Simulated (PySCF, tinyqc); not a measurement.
Worked calculation: CISD on RHF in the sto-6g basis, frozen core, for LiH, spin multiplicity 1. The lowest restricted solution is unstable here: a spin-polarised one lies 0.0272 hartree lower (PySCF). One step of it, computed by the program tinyqc.

Task: CISD: roots. Diagonalise (each vector has its largest component positive (the first on a tie)); all determinants have Ms = 0, so triplets appear too. The lowest singlet root is the correlation energy.

Occupation strings over the orbitals (2 doubly, a alpha, b beta, 0 empty; spin orbitals ordered 1a 1b 2a 2b ...): 220000 2ab000 2a000b 2ba000 2b000a 202000 20a00b 200200 200020 20b00a 200002

H - E(HF) between determinants (hartree):
```
,220000,2ab000,2a000b,2ba000,2b000a,202000,20a00b,200200,200020,20b00a,200002
220000,0.000000,0.000000,0.000000,0.000000,0.000000,0.030323,-0.054175,0.020403,0.020403,0.054175,0.133812
2ab000,0.000000,0.093774,0.011215,-0.030323,0.054175,0.086074,0.025313,0.021368,0.021368,0.121031,-0.044795
2a000b,0.000000,0.011215,0.259410,0.054175,-0.133812,0.025313,0.018278,-0.017115,-0.017115,0.044795,-0.029779
2ba000,0.000000,-0.030323,0.054175,0.093774,0.011215,-0.086074,0.121031,-0.021368,-0.021368,0.025313,0.044795
2b000a,0.000000,0.054175,-0.133812,0.011215,0.259410,-0.025313,0.044795,0.017115,0.017115,0.018278,0.029779
202000,0.030323,0.086074,0.025313,-0.086074,-0.025313,0.517986,0.114073,0.041621,0.041621,-0.114073,0.037703
20a00b,-0.054175,0.025313,0.018278,0.121031,0.044795,0.114073,0.417086,-0.010433,-0.010433,-0.037703,0.030310
200200,0.020403,0.021368,-0.017115,-0.021368,0.017115,0.041621,-0.010433,0.591592,0.016875,0.010433,0.018316
200020,0.020403,0.021368,-0.017115,-0.021368,0.017115,0.041621,-0.010433,0.016875,0.591592,0.010433,0.018316
20b00a,0.054175,0.121031,0.044795,0.025313,0.018278,-0.114073,-0.037703,0.010433,0.010433,0.417086,-0.030310
200002,0.133812,-0.044795,-0.029779,0.044795,0.029779,0.037703,0.030310,0.018316,0.018316,-0.030310,0.544208
```

Give: lowest roots of this matrix, relative to E(HF); lowest vectors; <S^2> of these roots; weight of the ground state by excitation level 0, 1, 2, ....

Result:

lowest roots of this matrix, relative to E(HF) (hartree): -0.0524  -0.0062  0.0284  0.1172  0.3672  0.4152  0.4575  0.5703

lowest vectors:
```
,root 1,root 2,root 3,root 4
220000,0.9305,0.0000,-0.2171,0.0000
2ab000,0.1096,0.6399,0.6034,0.1450
2a000b,0.0133,-0.2183,0.1198,0.6501
2ba000,-0.1096,0.6399,-0.6034,0.1450
2b000a,-0.0133,-0.2183,-0.1198,0.6501
202000,-0.1330,0.0000,-0.3100,0.0000
20a00b,0.1619,-0.2071,0.1854,-0.2373
200200,-0.0162,0.0000,-0.0064,0.0000
200020,-0.0162,0.0000,-0.0064,0.0000
20b00a,-0.1619,-0.2071,-0.1854,-0.2373
200002,-0.1980,0.0000,0.1763,0.0000
```

<S^2> of these roots: 0.0000  2.0000  0.0000  2.0000  0.0000  0.0000  2.0000  0.0000

weight of the ground state by excitation level 0, 1, 2, ...: 0.8658  0.0244  0.1098

The reference has a weight of only 0.87: one determinant is a poor start here. A root of higher spin lies below E(HF).
